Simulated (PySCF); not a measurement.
A spin–spin coupling run with PySCF 2.14 (density fitting, non-relativistic, gas phase) on SMILES COC[CH-]C#N, [C₄H₆NO]-:

```
$ OMP_NUM_THREADS=1 python probes_run.py task.json out

{"job": {"kind": "j", "xc": "B3LYP", "basis": "pcJ-1"}, "charge": -1, "multiplicity": 1}
C     -2.059036    -0.271212     0.107866
O     -0.916788     0.398627     0.498810
C      0.290960    -0.022970    -0.265817
C      1.517528     0.710689     0.061914
C      1.587820     2.064345    -0.109085
N      1.774266     3.194891    -0.349899
H     -1.979709    -1.361684     0.277660
H     -2.896287     0.114965     0.695674
H     -2.279050    -0.118982    -0.964158
H      0.406068    -1.106791    -0.084751
H      0.002583     0.113082    -1.327141
H      2.052227     0.344105     0.942344
```

Hardware: 1 thread of an Arm Neoverse V2, shared host. The job also computes field gradients.

Problem. How large is the calculation?

Solution. 46 electrons, 222 basis functions and 785 auxiliary functions.

Problem. How long does it take, and how much memory does it need?

Solution. 20 s of wall time, with 14 SCF cycles; peak memory 0.92 GiB. Times on a shared host scatter by some tens of per cent.

Problem. And these other runs on the same molecule and hardware: GIAO shielding at PBE0/pcSseg-1?

Solution. PBE0/pcSseg-1: 132 functions, 9.2 s.
